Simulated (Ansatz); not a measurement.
System: solid bromine. Method: PBE+SOC (PAW; Ansatz, an electronic-structure program).

Settings: plane-wave cutoff 520 eV, 10×10×4 k mesh (along the axes of the cell as run), Fermi–Dirac smearing 0.01 eV, PAW data made under PBE.

Cell (measured lattice):

```cif
data_Br8
_chemical_formula_sum 'Br8'
_space_group_name_H-M_alt 'Cmce'
_space_group_IT_number 64
_space_group_name_Hall '-C 2ac 2'
_cell_length_a 6.74300
_cell_length_b 4.66850
_cell_length_c 8.70020
_cell_angle_alpha 90.000
_cell_angle_beta 90.000
_cell_angle_gamma 90.000
loop_
_atom_site_label
_atom_site_type_symbol
_atom_site_symmetry_multiplicity
_atom_site_Wyckoff_symbol
_atom_site_fract_x
_atom_site_fract_y
_atom_site_fract_z
_atom_site_occupancy
Br1 Br 8 f 0.00000 0.12520 0.11725 1
```
(The calculation used a cell of 4 atoms; values per cell refer to that cell.)

Task: Predict the band gap.

Result: 
band gap: 1.49 eV (direct)

Note: cell and atoms aren't relaxed at this level (largest force component 0.12 eV/Å, pressure 0.6 GPa).

Computed values are for the static lattice.
